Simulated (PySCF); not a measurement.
Record of a relaxation.

Species: C₆H₁₀.
SMILES with atom numbers: `[CH2:1]=[C:2]([CH3:3])/[CH:4]=[CH:5]\[CH3:6]` (hydrogens: H7, H8 on C1; H9, H10, H11 on C3; H12 on C4; H13 on C5; H14, H15, H16 on C6)

Method: PBE0-D3(BJ)/def2-SVP geometry optimisation, gas phase in PySCF 2.14.0; density fitting, grid level 1; the optimiser is geomeTRIC in internal coordinates, started from an MMFF94s structure. The frame can shift and turn from step to step; on so coarse a grid that alone can change the energy by a few meV, and forces under 0.02 eV/Å are noise.

Step 0: E = -6372.0423 eV, largest atomic force 0.403 eV/Å
```
atom  x, y, z in Å  |  force x, y, z in eV/Å
C1     -1.960    0.545    1.318    0.045  -0.020  -0.027
C2     -0.941    0.216    0.504   -0.392  -0.022  -0.092
C3     -1.227   -0.479   -0.797   -0.135   0.086   0.117
C4      0.418    0.567    0.892    0.226   0.130   0.138
C5      1.597    0.316    0.299    0.004  -0.101  -0.014
C6      1.893   -0.451   -0.946    0.256  -0.036   0.270
H7     -1.805    1.055    2.264    0.145   0.128   0.239
H8     -2.988    0.310    1.063   -0.237  -0.065  -0.107
H9     -0.801    0.073   -1.640    0.217  -0.042  -0.166
H10    -2.304   -0.559   -0.988   -0.128   0.043   0.135
H11    -0.833   -1.499   -0.789    0.205  -0.167  -0.150
H12     0.482    1.142    1.819   -0.083   0.059   0.104
H13     2.483    0.716    0.793    0.070   0.152   0.192
H14     1.638    0.132   -1.835   -0.109  -0.023  -0.339
H15     2.966   -0.668   -0.992    0.132   0.006  -0.096
H16     1.382   -1.416   -0.966   -0.214  -0.127  -0.204
```

Step 1: E = -6372.0727 eV, largest atomic force 0.083 eV/Å
```
atom  x, y, z in Å  |  force x, y, z in eV/Å
C1     -1.958    0.561    1.345    0.013  -0.010  -0.018
C2     -0.951    0.208    0.522    0.069  -0.021   0.012
C3     -1.236   -0.533   -0.755   -0.019   0.012   0.013
C4      0.423    0.573    0.891   -0.058   0.004  -0.015
C5      1.598    0.332    0.278    0.014  -0.024  -0.027
C6      1.900   -0.421   -0.987   -0.057   0.021   0.057
H7     -1.772    1.098    2.281    0.012  -0.021  -0.052
H8     -2.997    0.320    1.105    0.019   0.011   0.015
H9     -0.810   -0.015   -1.628   -0.020  -0.007   0.026
H10    -2.320   -0.632   -0.910    0.014  -0.002  -0.011
H11    -0.806   -1.548   -0.741   -0.002   0.033   0.020
H12     0.482    1.153    1.820    0.002  -0.011  -0.021
H13     2.476    0.760    0.777   -0.026  -0.019  -0.020
H14     1.649    0.170   -1.886    0.033  -0.007   0.030
H15     2.972   -0.655   -1.044   -0.018   0.001  -0.016
H16     1.349   -1.370   -1.065    0.023   0.039   0.007
```

Step 2: E = -6372.0737 eV, largest atomic force 0.058 eV/Å
```
atom  x, y, z in Å  |  force x, y, z in eV/Å
C1     -1.955    0.564    1.340    0.029   0.027   0.031
C2     -0.950    0.205    0.519    0.004  -0.020  -0.054
C3     -1.240   -0.541   -0.752    0.001  -0.007  -0.002
C4      0.422    0.570    0.888   -0.011   0.013   0.032
C5      1.599    0.329    0.281   -0.007  -0.021  -0.022
C6      1.899   -0.413   -0.988   -0.006  -0.009   0.021
H7     -1.753    1.106    2.268   -0.035   0.003   0.015
H8     -2.997    0.328    1.110    0.009   0.002   0.003
H9     -0.816   -0.028   -1.628   -0.003   0.000  -0.004
H10    -2.323   -0.641   -0.906    0.003  -0.001   0.001
H11    -0.809   -1.554   -0.731    0.005  -0.002  -0.001
H12     0.478    1.148    1.817    0.001  -0.007   0.008
H13     2.476    0.747    0.787   -0.004   0.017  -0.008
H14     1.663    0.192   -1.881    0.012   0.009  -0.002
H15     2.969   -0.657   -1.043    0.003  -0.007  -0.008
H16     1.339   -1.353   -1.079    0.000   0.004  -0.007
```

Step 3: E = -6372.0739 eV, largest atomic force 0.042 eV/Å
```
atom  x, y, z in Å  |  force x, y, z in eV/Å
C1     -1.952    0.568    1.341   -0.038  -0.005  -0.015
C2     -0.949    0.205    0.520    0.001   0.024   0.010
C3     -1.237   -0.545   -0.749   -0.011  -0.004   0.009
C4      0.421    0.570    0.890    0.012  -0.025  -0.011
C5      1.596    0.326    0.279    0.026   0.013   0.018
C6      1.895   -0.410   -0.991   -0.002  -0.018   0.002
H7     -1.760    1.113    2.269    0.015   0.005   0.011
H8     -2.993    0.330    1.109   -0.018  -0.003  -0.001
H9     -0.814   -0.033   -1.626    0.001   0.005  -0.008
H10    -2.320   -0.648   -0.904   -0.005  -0.001   0.005
H11    -0.803   -1.556   -0.724    0.003  -0.009  -0.004
H12     0.480    1.146    1.820    0.003  -0.005   0.005
H13     2.475    0.740    0.786    0.012   0.024  -0.002
H14     1.668    0.202   -1.880    0.002   0.011  -0.013
H15     2.964   -0.662   -1.046    0.007  -0.005   0.005
H16     1.330   -1.346   -1.091   -0.007  -0.006  -0.012
```

Step 4: E = -6372.0738 eV, largest atomic force 0.032 eV/Å
```
atom  x, y, z in Å  |  force x, y, z in eV/Å
C1     -1.952    0.572    1.343   -0.025  -0.008  -0.019
C2     -0.952    0.205    0.519   -0.005   0.010   0.012
C3     -1.251   -0.548   -0.746    0.017  -0.004   0.003
C4      0.421    0.565    0.884    0.011  -0.011   0.022
C5      1.599    0.324    0.277    0.008   0.009   0.005
C6      1.909   -0.408   -0.994   -0.019  -0.006  -0.007
H7     -1.760    1.117    2.271    0.031   0.003   0.000
H8     -2.994    0.336    1.113   -0.014  -0.003  -0.003
H9     -0.832   -0.039   -1.628    0.009   0.005  -0.009
H10    -2.335   -0.649   -0.893   -0.003  -0.002   0.002
H11    -0.819   -1.560   -0.721    0.009  -0.007  -0.004
H12     0.481    1.137    1.816    0.001   0.004   0.005
H13     2.473    0.742    0.788    0.005   0.015  -0.001
H14     1.692    0.210   -1.882   -0.002   0.008  -0.008
H15     2.978   -0.660   -1.040    0.001  -0.006   0.010
H16     1.345   -1.343   -1.105   -0.024  -0.007  -0.007
```

Step 5: E = -6372.0743 eV, largest atomic force 0.024 eV/Å
```
atom  x, y, z in Å  |  force x, y, z in eV/Å
C1     -1.953    0.570    1.342   -0.013  -0.004  -0.014
C2     -0.950    0.205    0.520   -0.009   0.010   0.014
C3     -1.244   -0.547   -0.747    0.008  -0.004   0.000
C4      0.422    0.567    0.887    0.010  -0.014   0.017
C5      1.599    0.325    0.279   -0.004   0.004  -0.001
C6      1.901   -0.408   -0.993    0.001  -0.006  -0.006
H7     -1.760    1.116    2.270    0.019   0.001  -0.001
H8     -2.994    0.334    1.110   -0.005  -0.001  -0.002
H9     -0.824   -0.038   -1.627    0.003   0.002  -0.004
H10    -2.327   -0.650   -0.896   -0.002  -0.002   0.003
H11    -0.811   -1.559   -0.721    0.003  -0.002  -0.003
H12     0.482    1.140    1.820   -0.001   0.003   0.003
H13     2.476    0.742    0.787    0.000   0.011  -0.006
H14     1.682    0.210   -1.881    0.002   0.005  -0.004
H15     2.969   -0.664   -1.045    0.000  -0.005   0.008
H16     1.333   -1.342   -1.101   -0.012   0.003  -0.004
```

Q: Summarise the path.

A: The energy falls by 0.0319 eV from step 0 to step 5; nine tenths of that is first reached at step 1. It never rises by more than 0.2 meV. The largest force goes from 0.403 to 0.024 eV/Å. Among the bonds C6–H14 changes most (a near tie, within 0.001 Å, with another), from 1.094 to 1.104 Å; the atoms move by 0.065 Å rms after alignment.

What follows is the cost of the whole optimisation. On one thread, Arm Neoverse V1 (aarch64) (shared host), this took 40 s of wall time and 0.56 GiB of memory at its peak.
